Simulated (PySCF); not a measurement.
Isomers of C4H4F2, one GFN2-xTB conformer each. Single-point energies are computed at PBE0/pcSseg-1 (PySCF, gas phase, no added dispersion term), electronic only.

Problem. Rank them by PBE0/pcSseg-1 energy, lowest first (kcal/mol).
A. `[CH2:1]=[C:2]=[CH:3][CH:4]([F:5])[F:6]` with C2–C3–C4–F5 -121°
B. `[CH2:1]=[C:2]([F:3])/[CH:4]=[CH:5]/[F:6]` with C1–C2–C4–C5 180°

Solution. B (0.0), A (8.9).

As drawn, the higher has cumulated double bonds and two fluorines on one carbon, which the lower lacks. GFN2-xTB itself gives, in the same order: 0.0, 11.6. Both levels put the same isomer lowest.

Problem. Which frontier levels, dipoles and rotational constants go with these structures?

Solution. 
```json
{"SMILES": "C=C(F)/C=C/F", "HOMO (eV, PBE0/pcSseg-1)": "-7.00", "LUMO (eV)": "-1.03", "dipole (D)": "0.96", "A, B, C (MHz)": "9705, 1914, 1599"}
{"SMILES": "C=C=CC(F)F", "HOMO (eV, PBE0/pcSseg-1)": "-8.34", "LUMO (eV)": "-0.35", "dipole (D)": "2.70", "A, B, C (MHz)": "8672, 1893, 1678"}
```
